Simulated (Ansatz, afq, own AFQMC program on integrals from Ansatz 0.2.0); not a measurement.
## CH₂Al, quartet, reference energies and how methods fare

```xyz
4

Al    0.0000   -0.0744    0.6134
C     0.0000    0.0101   -1.3080
H     0.0000    1.3217    1.4205
H     0.0000    0.5490   -2.2537
```

Geometry: a PBE0/def2-TZVP stationary point, not shown to be a minimum. Basis cc-pVDZ. Only valence electrons are correlated. Ansatz 0.2.0 and our own AFQMC program on the same integrals; the CISD trial comes from CCSD amplitudes, and released means the phaseless constraint is let go. Uncertainties: one standard error, sampling alone.

Best estimates are CCSD(T) at the basis-set limit (def2-TZVPP/QZVPP) plus the step from CCSD(T) to the highest rung at hand in cc-pVDZ, named in the table (released AFQMC can keep some 10 meV of bias). No zero-point, core-correlation or spin–orbit terms. Other levels are in cc-pVDZ, the functionals in def2-TZVP; a dash marks a level that is missing or breaks spin symmetry for a member.

Cautions: CH₂Al (quartet): lower spins were not checked, the ph-AFQMC/CISD walk drifts between its halves (2.2 errors); CH₂Al⁺ (quintet): lower spins were not checked, the released energies are still falling, so no released level is given (meV from the phaseless value at times in 1/Eh: 14 ± 7 at 0.24, 19 ± 8 at 0.51, 3 ± 11 at 0.99, 3 ± 10 at 1.62, -11 ± 11 at 2.40), though the last usable value meets CCSDT(Q) within the noise; row 1: this needn't be the first ionization; row 1: core correlation is missing, and it shifts such a gap most where an s electron is promoted.

| process | best estimate (kcal/mol) | highest rung |
| --- | --- | --- |
| to charge +1, quintet (vertical) | 262.4 | CCSDT(Q) |
| to free atoms | 219.9 | CCSDT(Q) |

Errors against the best estimates in kcal/mol, the processes numbered in the order above:

```tsv
level	error, 1	error, 2
MP2	-8.1	-19.4
CCSD(T)	-6.9	-22.5
ph-AFQMC/CISD	-6.9 ± 0.3	-22.2 ± 0.2
CCSD(T)/CBS	0.3	-0.3
PBE	-6.9	4.1
r2SCAN	-6.7	9.3
PBE0	-3.6	3.1
B3LYP	-1.7	-0.5
wB97M-V	-1.0	-1.3
B2PLYP	-3.2	-3.5
```

Cost at the first geometry: PBE0/cc-pVDZ, 1.1 s on 1 thread of Intel(R) Xeon(R) Platinum 8375C CPU @ 2.90GHz (Ice Lake), on a shared host; UCCSD(T)/cc-pVDZ, 1.4 s on 1 thread of Intel(R) Xeon(R) Platinum 8375C CPU @ 2.90GHz (Ice Lake), with other jobs on the host; CCSDT(Q), 12 s on 1 thread of Intel(R) Xeon(R) Platinum 8375C CPU @ 2.90GHz (Ice Lake) (shared host); ph-AFQMC/CISD with release, 4.2 min on 1 thread of Intel(R) Xeon(R) Platinum 8375C CPU @ 2.90GHz (Ice Lake), on a shared host.

Best estimates are given only where the step beyond CCSD(T) is under 0.3 eV and no member's determinant is very poor (T1 over 0.05, or 0.07 for open shells, ⟨S²⟩ too high by 0.3, two states mixed), so the hardest cases are missing from such tables.

The functionals ran in a triple-zeta set and keep a basis error of their own, a few kJ/mol for each bond in atomization energies and more for double hybrids, so close places among them and the extrapolated levels can swap.

CCSDT and higher add their correlation energy to the determinant of the CCSD(T) run, since their own runs factorise the integrals more tightly (a shift of under 2 meV). Each member of a difference takes its own highest rung, so a best estimate needn't equal the limit plus the step of one row. A walk keeps the symmetry of its determinant, which the program's search chose and which needn't be the lowest solution, so a lower state of the same spin and another symmetry isn't excluded.
